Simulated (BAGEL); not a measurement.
# PBE0/def2-SVPD (density fitting with qzvpp-jkfit) run of C2H7Al (AlMe2H)

What is the energy change on altering one bond length of C2H7Al (AlMe2H) at PBE0/def2-SVPD (density fitting with qzvpp-jkfit)? 

Program for the calculation: BAGEL 1.2.2.

### Step 1. The system as given

The species is C2H7Al (10 atoms), meant as a singlet with charge 0. SMILES: `[H][Al]([CH3])[CH3]`. Geometry: a GFN2-xTB relaxation, a rough one for these elements and not checked as a minimum.

Bond lengths: Al1–C2 1.990 Å, Al1–C6 1.990 Å, C2–H3 1.097 Å, C2–H4 1.096 Å, C2–H5 1.097 Å, C6–H7 1.096 Å, C6–H8 1.096 Å, C6–H9 1.097 Å, Al1–H10 1.553 Å. Some angles: C2–Al1–C6 128.0°, Al1–C2–H3 113.0°, Al1–C2–H4 113.3°, Al1–C2–H5 111.2°, C2–Al1–H10 116.1°, C6–Al1–H10 115.9°, Al1–C6–H7 113.3°, Al1–C6–H8 113.2°, Al1–C6–H9 111.0°, H3–C2–H4 105.9°.

### Step 2. A single-point energy at PBE0/def2-SVPD (density fitting with qzvpp-jkfit)

Input file calc.json:

```json
{ "bagel": [

{
  "title": "molecule",
  "basis": "def2-svpd.json",
  "df_basis": "qzvpp-jkfit",
  "angstrom": true,
  "geometry": [
    { "atom": "Al", "xyz": [   -0.328150,   -0.559670,   -0.003950 ] },
    { "atom": "C", "xyz": [    1.655670,   -0.712600,   -0.001960 ] },
    { "atom": "H", "xyz": [    2.116600,   -0.290830,    0.899490 ] },
    { "atom": "H", "xyz": [    2.130080,   -0.202200,   -0.848360 ] },
    { "atom": "H", "xyz": [    1.972350,   -1.761810,   -0.051500 ] },
    { "atom": "C", "xyz": [   -1.428840,    1.097750,    0.002520 ] },
    { "atom": "H", "xyz": [   -1.312950,    1.697900,   -0.907600 ] },
    { "atom": "H", "xyz": [   -1.192160,    1.769420,    0.836240 ] },
    { "atom": "H", "xyz": [   -2.496880,    0.860620,    0.084490 ] },
    { "atom": "H", "xyz": [   -1.115730,   -1.898580,   -0.009390 ] }
  ]
},
{ "title": "ks", "xc_func": "pbe0" },
{ "title": "print", "file": "orbitals.molden", "orbitals": true }

]}
```

The basis set def2-SVPD is read from a file made from the Basis Set Exchange's data (not shown).

The run is started by

```bash
$ BAGEL_NUM_THREADS=1 BAGEL calc.json > calc.out
```

The program printed:

```text
* using 1 threads per process

  ===============================================================
  ===============================================================

  *** Geometry ***

  { "atom" : "Al", "xyz" : [     -0.620114,     -1.057623,     -0.007464 ] },
  { "atom" : "C", "xyz" : [      3.128763,     -1.346619,     -0.003704 ] },
  { "atom" : "H", "xyz" : [      3.999794,     -0.549589,      1.699790 ] },
  { "atom" : "H", "xyz" : [      4.025268,     -0.382103,     -1.603168 ] },
  { "atom" : "H", "xyz" : [      3.727201,     -3.329338,     -0.097321 ] },
  { "atom" : "C", "xyz" : [     -2.700116,      2.074447,      0.004762 ] },
  { "atom" : "H", "xyz" : [     -2.481116,      3.208566,     -1.715115 ] },
  { "atom" : "H", "xyz" : [     -2.252856,      3.343719,      1.580265 ] },
  { "atom" : "H", "xyz" : [     -4.718419,      1.626336,      0.159663 ] },
  { "atom" : "H", "xyz" : [     -2.108424,     -3.587796,     -0.017745 ] },

  Number of auxiliary basis functions:      404

  Since a DF basis is specified, we compute 2- and 3-index integrals:
    o Being stored without compression. Storage requirement is 0.047 GB

  Number of basis functions:      120
  Number of electrons      :       32

    * METHOD: MOLECULE                             0.18

  *** Kohn-Sham DFT ***

    * Removing 17265 points whose weight is below 1.00e-10
    * Grid points: 131795

  === Nuclear Repulsion ===
    94.9802290514

       - DIIS with orbital gradients will be used.

  === KS iteration (pbe0 / def2-svpd.json) ===
      0       -302.66523580          0.08290478           0.51
      1       -261.78458447          0.12967935           0.50
      2       -286.08988244          0.09410219           0.50
      3       -313.56320024          0.08499119           0.51
      4       -322.22897311          0.01840442           0.50
      5       -322.37837531          0.01477946           0.50
      6       -322.48755430          0.00424558           0.50
      7       -322.49825393          0.00217818           0.50
      8       -322.50058569          0.00038256           0.50
      9       -322.50066236          0.00015084           0.50
     10       -322.50067322          0.00001159           0.50
     11       -322.50067330          0.00000318           0.50
     12       -322.50067331          0.00000040           0.50
     13       -322.50067331          0.00000017           0.50
     14       -322.50067331          0.00000008           0.50
     15       -322.50067331          0.00000003           0.50
     16       -322.50067331          0.00000001           0.50
     17       -322.50067331          0.00000000           0.50
    * SCF iteration converged.

    * Permanent dipole moment:
           (   -0.150165,    -0.254789,    -0.001501) a.u.

    * METHOD: KS                                   9.78

    * METHOD: PRINT                                0.02

  ===============================================================
```

Wall time 10 s (1 thread of Arm Neoverse V2, shared host); peak memory 0.69 GiB.

### Step 3. The distorted shape, same level

Input file calc.json:

```json
{ "bagel": [

{
  "title": "molecule",
  "basis": "def2-svpd.json",
  "df_basis": "qzvpp-jkfit",
  "angstrom": true,
  "geometry": [
    { "atom": "Al", "xyz": [      -0.362915,      -0.739703,       0.269067 ] },
    { "atom": "C", "xyz": [       1.620905,      -0.892633,       0.271057 ] },
    { "atom": "H", "xyz": [       2.081835,      -0.470863,       1.172507 ] },
    { "atom": "H", "xyz": [       2.095315,      -0.382233,      -0.575343 ] },
    { "atom": "H", "xyz": [       1.937585,      -1.941843,       0.221517 ] },
    { "atom": "C", "xyz": [      -1.463605,       0.917717,       0.275537 ] },
    { "atom": "H", "xyz": [      -1.312950,       1.697900,      -0.907600 ] },
    { "atom": "H", "xyz": [      -1.226925,       1.589387,       1.109257 ] },
    { "atom": "H", "xyz": [      -2.531645,       0.680587,       0.357507 ] },
    { "atom": "H", "xyz": [      -1.150495,      -2.078613,       0.263627 ] }
  ]
},

{
  "title": "ks",
  "xc_func": "pbe0"
},

{
  "title": "print",
  "file": "orbitals.molden",
  "orbitals": true
}

]}
```

The basis set def2-SVPD is read from a file made from the Basis Set Exchange's data (not shown).

The run is started by

```bash
$ BAGEL_NUM_THREADS=1 BAGEL calc.json > calc.out
```

The program printed:

```text
* using 1 threads per process

  ===============================================================
  ===============================================================

  *** Geometry ***

  { "atom" : "Al", "xyz" : [     -0.685810,     -1.397836,      0.508463 ] },
  { "atom" : "C", "xyz" : [      3.063067,     -1.686832,      0.512223 ] },
  { "atom" : "H", "xyz" : [      3.934098,     -0.889802,      2.215717 ] },
  { "atom" : "H", "xyz" : [      3.959571,     -0.722316,     -1.087241 ] },
  { "atom" : "H", "xyz" : [      3.661505,     -3.669551,      0.418606 ] },
  { "atom" : "C", "xyz" : [     -2.765813,      1.734234,      0.520689 ] },
  { "atom" : "H", "xyz" : [     -2.481116,      3.208566,     -1.715115 ] },
  { "atom" : "H", "xyz" : [     -2.318552,      3.003506,      2.096192 ] },
  { "atom" : "H", "xyz" : [     -4.784116,      1.286123,      0.675590 ] },
  { "atom" : "H", "xyz" : [     -2.174120,     -3.928009,      0.498183 ] },

  Number of auxiliary basis functions:      404

  Since a DF basis is specified, we compute 2- and 3-index integrals:
    o Being stored without compression. Storage requirement is 0.047 GB

  Number of basis functions:      120
  Number of electrons      :       32

    * METHOD: MOLECULE                             0.18

  *** Kohn-Sham DFT ***

    * Removing 16871 points whose weight is below 1.00e-10
    * Grid points: 132189

  === Nuclear Repulsion ===
    93.9559712279

       - DIIS with orbital gradients will be used.

  === KS iteration (pbe0 / def2-svpd.json) ===
      0       -302.13015436          0.08199224           0.52
      1       -254.91611254          0.14301539           0.51
      2       -297.47062930          0.08383144           0.51
      3       -302.17593125          0.10412145           0.50
      4       -321.46060417          0.04493948           0.51
      5       -322.26596626          0.01860863           0.51
      6       -322.41954514          0.00869140           0.51
      7       -322.43684639          0.00691578           0.51
      8       -322.46425098          0.00096970           0.51
      9       -322.46476941          0.00058077           0.51
     10       -322.46494211          0.00007999           0.50
     11       -322.46494575          0.00001574           0.51
     12       -322.46494588          0.00000396           0.51
     13       -322.46494589          0.00000067           0.50
     14       -322.46494589          0.00000037           0.50
     15       -322.46494589          0.00000011           0.50
     16       -322.46494589          0.00000004           0.50
     17       -322.46494589          0.00000001           0.50
     18       -322.46494589          0.00000000           0.50
    * SCF iteration converged.

    * Permanent dipole moment:
           (   -0.143423,    -0.191876,    -0.083746) a.u.

    * METHOD: KS                                  10.37

    * METHOD: PRINT                                0.02

  ===============================================================
```

Run time: 11 s. Hardware: 1 thread of Arm Neoverse V2, shared host; peak memory 0.69 GiB.

### Step 4. What came out

At PBE0/def2-SVPD (density fitting with qzvpp-jkfit):

```
                                                         quantity          value
                                        first shape: total energy  -322.50067 Eh
                                       first shape: dipole moment         0.75 D
                                         first shape: HOMO energy       -7.86 eV
                                         first shape: LUMO energy       -0.92 eV
                                       first shape: HOMO–LUMO gap        6.93 eV
                                    distorted shape: total energy  -322.46495 Eh
                                   distorted shape: dipole moment         0.65 D
                                     distorted shape: HOMO energy       -7.88 eV
                                     distorted shape: LUMO energy       -1.03 eV
                                   distorted shape: HOMO–LUMO gap        6.85 eV
energy change with the C6–H7 bond stretched from 1.096 to 1.425 Å       0.972 eV
```

With the C6–H7 bond stretched from 1.096 to 1.425 Å the energy rises by 0.97 eV (22.4 kcal/mol). The first shape isn't relaxed at this level, so the change isn't measured from a minimum.
